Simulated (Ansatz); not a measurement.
Task: vertical and adiabatic energies of changing the electron count of C3H3, SMILES [CH]1C=C1, with the Python package of Ansatz (0.2.0). Give the script and its output. Level of theory (for the species named): PBE0, cc-pVDZ basis, multiplicity 2.

```yaml
atoms:
  - { symbol: C, position_ang: [-0.4468, -0.6715, 0.4475] }
  - { symbol: C, position_ang: [-0.4234, 0.6772, 0.0680] }
  - { symbol: C, position_ang: [0.7883, -0.1180, 0.0844] }
  - { symbol: H, position_ang: [-0.8384, -1.2856, -0.3894] }
  - { symbol: H, position_ang: [-0.9343, 1.6141, -0.1242] }
  - { symbol: H, position_ang: [1.8546, -0.2162, -0.0863] }
```

The script, `run_adiabatic.py`:
```python
import itertools

import ansatz as az
from ase.data import atomic_numbers, covalent_radii
import numpy as np

GEOMETRY = """
C    -0.44680   -0.67150    0.44750
C    -0.42340    0.67720    0.06800
C     0.78830   -0.11800    0.08440
H    -0.83840   -1.28560   -0.38940
H    -0.93430    1.61410   -0.12420
H     1.85460   -0.21620   -0.08630
"""


def main() -> None:
    c3h3 = az.Crystal.molecule()
    for line in GEOMETRY.strip().splitlines():
        symbol, *xyz = line.split()
        c3h3 = c3h3.atom(symbol, [float(v) for v in xyz])

    model = c3h3.calculation()
    model = model.basis(gaussian="cc-pVDZ").functional("PBE0")
    model = model.spin("collinear", total=1)
    model = model.accuracy("medium")
    symbols = [site.symbol for site in c3h3.cartesian_sites]
    start = np.array([site.position_ang for site in c3h3.cartesian_sites], dtype=float)
    r = model.relax(force_tolerance=0.01).run(threads=1, pin="off").report
    end = np.array(r["positions_ang"])

    minimum = az.Crystal.molecule()
    for symbol, place in zip(symbols, end):
        minimum = minimum.atom(symbol, place.tolist())
    ion = (
        minimum.calculation()
        .basis(gaussian="cc-pVDZ")
        .functional("PBE0")
        .accuracy("medium")
        .charge(1)
    )
    vertical = ion.run(threads=1, pin="off").report
    settled = ion.relax(force_tolerance=0.01, max_steps=80).run(threads=1, pin="off").report
    print(f"vertical ionisation energy   {vertical['free_energy_ev'] - r['free_energy_ev']:.3f} eV")
    print(f"adiabatic, no zero point     {settled['free_energy_ev'] - r['free_energy_ev']:.3f} eV")
    print(f"relaxation energy of the ion {vertical['free_energy_ev'] - settled['free_energy_ev']:.3f} eV")
    ionised = np.array(settled["positions_ang"])
    radius = [covalent_radii[atomic_numbers[s]] for s in symbols]
    span = lambda where, i, j: np.linalg.norm(where[i] - where[j])
    bonded = [(i, j) for i, j in itertools.combinations(range(len(symbols)), 2) if min(span(end, i, j), span(ionised, i, j)) < 1.2 * (radius[i] + radius[j])]
    print("pair        before    after (A)")
    for i, j in bonded:
        print(f"{symbols[i]}{i}-{symbols[j]}{j}".ljust(10), f"{span(end, i, j):8.4f} {span(ionised, i, j):8.4f}")


if __name__ == "__main__":
    main()
```

```console
$ python run_adiabatic.py
vertical ionisation energy   7.327 eV
adiabatic, no zero point     6.051 eV
relaxation energy of the ion 1.276 eV
pair        before    after (A)
C0-C1        1.4633   1.3679
C0-C2        1.4633   1.3679
C0-H3        1.1015   1.0918
C1-C2        1.3177   1.3679
C1-H4        1.0865   1.0918
C2-H5        1.0865   1.0918
```

What to keep in mind:
- These settings explore the input space; basis and method may be short of convergence.
- The energies are electronic: no zero-point or thermal terms, and the basis set is short of its limit. The product may relax into another structure. Each relaxation finds its nearest minimum, which needn't be the lowest.
- The run takes the species as open-shell (spin multiplicity 2), which needn't be its ground state.
- Only the spin states typed were run; another state of an ion can lie lower, by up to an eV or two.
- The whole script took 24 s on 1 thread of Arm Neoverse V2, with other jobs on the host, peak memory 0.19 GiB.
